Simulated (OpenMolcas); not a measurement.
## How methods differ on C2H7Si (SMILES C[SiH]C)

The species is C2H7Si (10 atoms), meant as a doublet with charge 0. As SMILES, `C[SiH]C`. Geometry: relaxed at PBE0-D4/def2-TZVP.

Quantity: the dipole moment, in D. The values are calculated.

| level | kind | program | value (D) | CPU time |
| --- | --- | --- | --- | --- |
| USVWN5/6-311+G** | LDA | OpenMolcas | 0.94 | 52 s |
| U-revPBE/6-311+G** | GGA | OpenMolcas | 0.88 | 75 s |
| UBLYP/6-311+G** | GGA | OpenMolcas | 0.84 | 77 s |
| UPBE/6-311+G** | GGA | OpenMolcas | 0.89 | 80 s |
| U-r2SCAN/6-311+G** | meta-GGA | OpenMolcas | 0.84 | 89 s |
| UTPSS/6-311+G** | meta-GGA | OpenMolcas | 0.83 | 94 s |
| UM06-2X/6-311+G** | hybrid meta-GGA | OpenMolcas | 0.67 | 85 s |
| UPBE0/6-311+G** | global hybrid | OpenMolcas | 0.83 | 78 s |

The values span 0.67 to 0.94 D. Magnitudes only. Times are those of the runs behind each value, whatever else they computed, on shared processors of several kinds: orders of magnitude only.
